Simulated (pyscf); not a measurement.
This saddle point was located with ωB97X-D3(BJ)/def2-SVP in PySCF.

```
Si
H 1 1.4999
N 1 1.8857 2 115.94
H 3 1.0208 1 113.40 2 173.51
H 3 1.0208 4 108.87 1 129.62
H 3 1.2663 4 118.90 5 139.70
F 6 1.1536 3 137.67 4 112.93
Cl 1 2.0837 2 122.04 7 -80.26
```
Charge 0, spin multiplicity 2.

Surface: doublet, charge 0. Lowest wavenumbers (cm⁻¹): 807i, 100, 211, 302, 427.

Q: Which two sides does it connect, and which bonds change?

A: H₂N–SiH•–Cl + hydrogen fluoride (HF) <-> ammonia (NH₃) + F–SiH•–Cl, a four-centre exchange read from left to right: N–Si, F–H broken and H–N, F–Si formed. At ωB97M-D3(BJ)/def2-TZVP it lies +10.5 kcal/mol from the left side and +28.4 kcal/mol from the right (each side as separated species at their lowest minima found). On the reactant side the descent ends in a bound adduct, 8.5 kcal/mol under the separated species and 19.6 kcal/mol under the saddle at ωB97X-D3(BJ)/def2-TZVP. On the product side the descent ends in a bound adduct, 9.9 kcal/mol under the separated species and 38.0 kcal/mol under the saddle at ωB97X-D3(BJ)/def2-TZVP. One saddle was located; it need not be the lowest between these sides.
